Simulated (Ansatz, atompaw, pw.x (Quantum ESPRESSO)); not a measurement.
# pw.x on diamond Li: one setting changed

Potential: PAW, atompaw 4.2.0.5, PBEsol; core [He], reference 2s1 2p0; waves: 2s (bound): rc 3.00 bohr; 2s channel at 0.15 Ry: rc 3.00 bohr; 2p (bound, empty): rc 3.00 bohr; 2p channel at 0.45 Ry: rc 3.00 bohr; local part: bessel scheme, radius 2.25 bohr; core correction: smooth core density matched at 2.00 bohr; augmentation: besselshape compensation charge, radius 2.55 bohr; PAW radius 3.00 bohr; waves and projectors: custom polynom vanderbiltortho.

The reference run (k-mesh 8³, cutoffs 40/400 Ry, Fermi–Dirac 0.01 Ry, mixing_beta 0.4, conv_thr 1e-9, no spin) gives 0.04 GPa at 25.938 Å³/atom, where all-electron LAPW gives -0.02 GPa. This run, with its own iteration cap, changes smearing to mp.

```
&control
  calculation='scf', prefix='x', pseudo_dir='./', outdir='./tmp', tstress=.true., disk_io='none'
/
&system
  ibrav=0, nat=2, ntyp=1, ecutwfc=40, ecutrho=400, nbnd=8,
  occupations='smearing', smearing='mp', degauss=0.01
/
&electrons
  conv_thr=1e-09, mixing_beta=0.4, electron_maxstep=60
/
ATOMIC_SPECIES
Li 1.0 Li.UPF
CELL_PARAMETERS angstrom
  0.00000000 2.96013939 2.96013939
  2.96013939 0.00000000 2.96013939
  2.96013939 2.96013939 0.00000000
ATOMIC_POSITIONS crystal
Li 0.0000 0.0000 0.0000
Li 0.2500 0.2500 0.2500
K_POINTS automatic
8 8 8 0 0 0
```

```bash
pw.x < Li.scf.in > Li.scf.out
```

**Question.** How does the run end?

**Answer.** It converges in 6 iterations; the free energy moves by +12.6 meV/atom and the pressure by +0.00 GPa. This scheme is built to cancel the term in the square of the width that Fermi–Dirac smearing leaves in the F of a metal.

```
Message from routine setup:
     using ibrav=0 with symmetry is DISCOURAGED, use correct ibrav instead
     lattice parameter (alat)  =       7.9109  a.u.
     unit-cell volume          =     350.0766 (a.u.)^3
     number of electrons       =         2.00
     number of Kohn-Sham states=            8
     kinetic-energy cutoff     =      40.0000  Ry
     charge density cutoff     =     400.0000  Ry
     scf convergence threshold =      1.0E-09
     Exchange-correlation= SLA PW PSX PSC
     number of k points=    29  Methfessel-Paxton smearing, width (Ry)=  0.0100
     iteration #  1     ecut=    40.00 Ry     beta= 0.40
     total energy              =      -7.32924680 Ry
     estimated scf accuracy    <       0.00065066 Ry
     iteration #  2     ecut=    40.00 Ry     beta= 0.40
     total energy              =      -7.32926581 Ry
     estimated scf accuracy    <       0.00022956 Ry
     iteration #  3     ecut=    40.00 Ry     beta= 0.40
     total energy              =      -7.32927452 Ry
     estimated scf accuracy    <       0.00000075 Ry
     iteration #  4     ecut=    40.00 Ry     beta= 0.40
     total energy              =      -7.32927498 Ry
     estimated scf accuracy    <       0.00000070 Ry
     iteration #  5     ecut=    40.00 Ry     beta= 0.40
     total energy              =      -7.32927500 Ry
     estimated scf accuracy    <          7.0E-09 Ry
     iteration #  6     ecut=    40.00 Ry     beta= 0.40
     the Fermi energy is     0.0856 ev
!    total energy              =      -7.32927500 Ry
     estimated scf accuracy    <          1.4E-11 Ry
     smearing contrib. (-TS)   =      -0.00018662 Ry
     convergence has been achieved in   6 iterations
          total   stress  (Ry/bohr**3)                   (kbar)     P=        0.34
     Message from routine punch:
     Nothing written, as per user request (disk_io='none')
```

The run took about 4 s on one core of a shared host (Intel(R) Xeon(R) 6975P-C, 192 threads, 1512 GiB, load 70).
